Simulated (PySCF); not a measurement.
Static response to an electric field

1,1,1-trifluoroethane, C2H3F3.
Cartesian coordinates in Å at the GFN2-xTB level; atoms count from 1:
```
atom  x, y, z in Å
C1     0.809   -0.038   -0.079
C2    -0.690    0.035    0.062
F3    -1.324   -0.238   -1.089
F4    -1.161   -0.834    0.970
F5    -1.109    1.251    0.446
H6     1.267    0.186    0.881
H7     1.131    0.688   -0.821
H8     1.087   -1.040   -0.395
```

Level: PBE0/def2-SVPD (PySCF), static field, nuclei fixed, core orbitals frozen in the response. The polarisability tensor in these axes (au):

```
x   30.39 -0.09 -0.16
y   -0.09 28.67  0.01
z   -0.16  0.01 28.68
```

Question: What are the eigenvalues, a third of the trace, and Δα (Δα² = ½Σ(αi − αj)² over the three pairs)?

Answer: Principal values 28.66, 28.67 and 30.41 au; mean 29.25 au = 4.33 Å³ = 4.82 × 10⁻⁴⁰ C²·m²/J; Δα = 1.74 au (6 % of the mean).

Question: What is the dipole moment, and where does it point?

Answer: (2.41, -0.12, -0.22) D, 2.43 D in size, pointing from the negative to the positive side. Measured along this direction, the outermost atoms are F3, F5 and F4 at the negative end and H6, H8 and H7 at the positive end.

Question: Molar refractivity from α?

Answer: Lorentz–Lorenz: R = (4π/3)N_A α = 2.5225 cm³/(mol·Å³) × 4.33 Å³ = 10.9 cm³/mol, in the limit of long wavelengths.

Question: Find the Langevin capture rate constant for O2+ (31.990 u) meeting this molecule (84.019 u), k = 2.342 × 10⁻⁹ cm³/s × √(α in Å³ / reduced mass in u).

Answer: The reduced mass is 23.17 u, so k = 1.01 × 10⁻⁹ cm³/s. The formula leaves out the permanent dipole, which adds to the capture rate.

Question: How large is μ²/3kT at 250 K beside α?

Answer: In Gaussian units μ²/3kT = 56.85 Å³ against 4.33 Å³, a ratio of 13.12; the Debye molar polarisation (4π/3)N_A(α + μ²/3kT) is 154.3 cm³/mol, leaving out the vibrational part.

Question: What would n − 1 = 2πNα be for an ideal gas of these molecules at 273.15 K and 1 atm, electronic part alone?

Answer: N = p/kT = 2.6868 × 10¹⁹ cm⁻³, so n − 1 = 2π × N × 4.33 × 10⁻²⁴ cm³ = 732 × 10⁻⁶ at long wavelengths.

Isolated species at its GFN2-xTB geometry, gas phase.
